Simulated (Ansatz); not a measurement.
Ansatz (a program for electronic structure) input:
A basis named .json is the Basis Set Exchange file of that set.

Ansatz 0.2 input:
```yaml
crystal:
  periodic: [false, false, false]
  atoms:
    - {symbol: C, position_ang: [-0.62506249, 0.09868167, 0.06335550]}
    - {symbol: F, position_ang: [0.74037567, -0.11688673, -0.07504349]}
    - {symbol: H, position_ang: [-0.89947162, -0.04282710, 1.10961518]}
    - {symbol: H, position_ang: [-0.85396320, 1.11823461, -0.24985477]}
    - {symbol: H, position_ang: [-1.15957127, -0.61551701, -0.56450199]}
basis:
  gaussian:
    orbitals: aug-cc-pVTZ
    fitting: {mean_field: def2-universal-jkfit, correlation: aug-cc-pVTZ-RIFIT.json}
magnetization: {spin_polarized: false}
correlation: {method: mp2, electrons: outside_noble_gas}
```

Question: Which total energy does the run end on?

Answer: -139.54137 Eh (RI-MP2/aug-cc-pVTZ). The basis has 161 functions.
